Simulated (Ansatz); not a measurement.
**BH2 (doublet): wave-function methods side by side at a displaced geometry (v2), cc-pVTZ**

One table from this session's results is given with a row withheld; the runs are named, their logs left out.

The runs use Ansatz 0.2.0, Gaussian basis; cc-pVTZ, core rule «outside noble gas», up to 1 orbitals frozen.

The runs, in order: UHF; CCSD(T) on ROHF; CCSD(T) on UHF; BCCD(T) on ROHF; CISD; CCSDT(Q) on ROHF; CCSDT(Q) on UHF.

24 further runs of the same task are left out: 5 for a known fault of the program, 8 that didn't finish, 11 set aside as unsound or not needed.

## The system

The geometry is a PBE0/def2-TZVP stationary point (not a proven minimum) with its atoms shifted at random (size 0.100 Å).

3 atoms, charge 0, spin multiplicity 2.

Atoms are counted from 1 here; the program's logs count them from 0.

Bond lengths: B1–H2 1.196 Å, B1–H3 1.188 Å. Angles: H2–B1–H3 128.6°.

The first run:

Input file in.yaml:

```yaml
crystal:
  periodic: [false, false, false]
  atoms:
    - {symbol: B, position_ang: [0.019891, -0.078774, -0.001179]}
    - {symbol: H, position_ang: [-0.144983, 0.438672, -1.066594]}
    - {symbol: H, position_ang: [-0.068363, 0.406249, 1.079242]}
basis:
  gaussian: {orbitals: cc-pVTZ}
magnetization: {spin_polarized: true, initial_magnetization: 1}
hamiltonian: {xc: hf}
output: {orbitals: {seedname: orbitals}}
```

Run with:

```
> ansatz run in.yaml --threads 1 --pin off --events-out ev --progress --plain --max-ram 2393MiB
```

Among the steps run: UHF; CCSD(T) on ROHF; CCSD(T) on UHF; BCCD(T) on ROHF; CISD; CCSDT(Q) on ROHF; CCSDT(Q) on UHF.

One table of the session follows, with a row left open; its other results are not shown here.

It belongs to the step «Misses and costs». 

| method | from UCCSDT(Q) (meV) |
| --- | --- |
| ROHF | +2847.7 |
| UHF | +2809.0 |
| RMP2 | +569.9 |
| UMP2 | ? |
| CISD | +120.8 |
| RCCSD | +66.9 |
| UCCSD | +66.0 |
| RCCSD(T) | +13.1 |
| UCCSD(T) | +12.8 |
| BCCD(T) | +13.1 |
| RCCSDT | +1.0 |
| UCCSDT | +0.7 |
| RCCSDT(Q) | +0.4 |
| UCCSDT(Q) | 0 |

**Question.** Estimate the row for UMP2.

The run gave: from UCCSDT(Q) (meV): +567.5. In the column «from UCCSDT(Q) (meV)» it lies between CISD (+120.8) and RMP2 (+569.9).

To keep in mind: Restricted and unrestricted rows rest on different reference determinants; where their highest levels disagree by more than a few hundredths of an eV, they describe different states and don't form one ladder.
